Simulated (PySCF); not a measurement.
**Working out the electron affinity of O**

O- [He] 2s2 2p5 (2P) → O [He] 2s2 2p4 (3P). All numbers are calculated (PySCF 2.14, scalar relativity by spin-free X2C-1e, in x2c-TZVPPall with one added diffuse shell each of s, p, d type (6s4p3d1f, 40 functions)). Frozen: 1s2. Energies in hartree (1 hartree = 27.21139 eV):

```csv
part,O- (lower),O (upper)
UHF,-74.846796,-74.868206
CCSD correlation,-0.222276,-0.159481
(T),-0.008321,-0.003101
```

**Question.** What does Hartree-Fock give?

**Answer.** (-74.868206) − (-74.846796) = -0.021410 hartree = -0.583 eV.

**Question.** What do CCSD and CCSD(T) give?

**Answer.** The CCSD correlation energies differ by 0.062795 hartree = 1.709 eV and the triples by 0.005220 hartree = 0.142 eV, so CCSD gives 1.126 eV and CCSD(T) 1.268 eV.

A first-order spin-orbit estimate adds -0.001 eV to CCSD(T) (valence), giving 1.267 eV against 1.461 eV (measured; photodetachment measurements, as compiled on the Wikipedia data page of electron affinities).

What remains against the reference includes basis incompleteness, the frozen core and higher excitations.
